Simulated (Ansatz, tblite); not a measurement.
# The cluster Rb₄+: a ladder of methods and basis sets

The task here is to estimate one member of a computed series from the others.

The runs use Ansatz 0.2.0, Gaussian basis; as each input shows.

Levels to be run: GFN1-xTB, GFN2-xTB, PBE/def2-TZVP, r2SCAN/def2-TZVP, HF/def2-TZVP, ωB97X-V/def2-TZVP, PBE-QIDH/def2-TZVP, BHLYP/def2-TZVP, BLYP/def2-TZVP, PBE/def2-SVP, PBE0/def2-SVP, CCSD(T)/def2-TZVP, RPA/def2-TZVP.

1 further run of the same task is left out (it didn't finish).

**The relaxed structure**

The geometry is that of the doublet, from an earlier relaxation (r2SCAN/def2-TZVP). At that level it is the lowest of the isomers that a small search found.

4 atoms, charge 1, spin multiplicity 2.

Bond lengths: Rb1–Rb2 5.090 Å, Rb1–Rb3 5.041 Å, Rb1–Rb4 4.619 Å, Rb2–Rb4 5.054 Å, Rb3–Rb4 5.104 Å. Angles: Rb2–Rb1–Rb3 126.1°, Rb2–Rb1–Rb4 62.5°, Rb3–Rb1–Rb4 63.6°, Rb1–Rb2–Rb4 54.2°, Rb1–Rb3–Rb4 54.2°, Rb1–Rb4–Rb2 63.3°, Rb1–Rb4–Rb3 62.2°, Rb2–Rb4–Rb3 125.5°.

Rb takes a core potential in the def2 sets. No spin-orbit coupling is included. The ion is computed in the gas phase, without counter-ions or solvent.

PBE0/def2-TZVP was run before; its log isn't repeated, and its numbers join the tables.

The first run:

Tight binding, by tblite at 300 K electronic temperature and without a spin-polarisation term:

```python
tblite.interface.Calculator('GFN1-xTB', numbers, positions, charge=1, uhf=1).singlepoint()
```

Tight binding, by tblite at 300 K electronic temperature and without a spin-polarisation term:

```python
tblite.interface.Calculator('GFN2-xTB', numbers, positions, charge=1, uhf=1).singlepoint()
```

start.molden holds the orbitals of an earlier run on this state, given as this run's starting guess.

Contents of in.yaml:

```yaml
crystal:
  periodic: [false, false, false]
  atoms:
    - {symbol: Rb, position_ang: [0.203777, 0.001841, -2.292658]}
    - {symbol: Rb, position_ang: [4.372474, 1.041756, 0.436189]}
    - {symbol: Rb, position_ang: [-4.373449, -1.031989, -0.451918]}
    - {symbol: Rb, position_ang: [-0.202802, -0.011608, 2.308387]}
basis:
  gaussian: {orbitals: def2-TZVP, initial_orbitals: start.molden}
total_charge: 1
magnetization: {spin_polarized: true, initial_magnetization: 1}
hamiltonian: {xc: pbe}
scf: {omitted_lower_state_checks: [starts]}
output: {orbitals: {seedname: orbitals}}
```

Launch:

```bash
$ ansatz run in.yaml --threads 2 --pin off --events-out ev --progress --plain --max-ram 4352MiB
```

Steps of the session up to this table: PBE/def2-TZVP; r2SCAN/def2-TZVP; HF/def2-TZVP; ωB97X-V/def2-TZVP; PBE-QIDH/def2-TZVP; BHLYP/def2-TZVP; BLYP/def2-TZVP; PBE/def2-SVP; PBE0/def2-SVP; CCSD(T)/def2-TZVP; RPA/def2-TZVP.

One table of the session follows, with a row left open; its other results are not shown here.

| level | HOMO (eV) | LUMO (eV) | gap (eV) |
| --- | --- | --- | --- |
| HF/def2-TZVP | -6.16 | -2.30 | 3.86 |
| PBE/def2-SVP | -4.96 | -4.62 | 0.34 |
| PBE/def2-TZVP | ? | ? | ? |
| BLYP/def2-TZVP | -4.82 | -4.57 | 0.24 |
| r2SCAN/def2-TZVP | -4.95 | -4.06 | 0.89 |
| PBE0/def2-SVP | -5.29 | -4.12 | 1.17 |
| PBE0/def2-TZVP | -5.28 | -4.07 | 1.20 |
| BHLYP/def2-TZVP | -5.52 | -3.72 | 1.80 |
| ωB97X-V/def2-TZVP | -6.26 | -2.97 | 3.29 |

Estimate the missing values for PBE/def2-TZVP.

The run gave: HOMO (eV): -4.93; LUMO (eV): -4.58; gap (eV): 0.36. In the column «HOMO (eV)» it lies between r2SCAN/def2-TZVP (-4.95) and BLYP/def2-TZVP (-4.82).

To keep in mind: Notes on CCSD(T)/def2-TZVP: spin contamination.
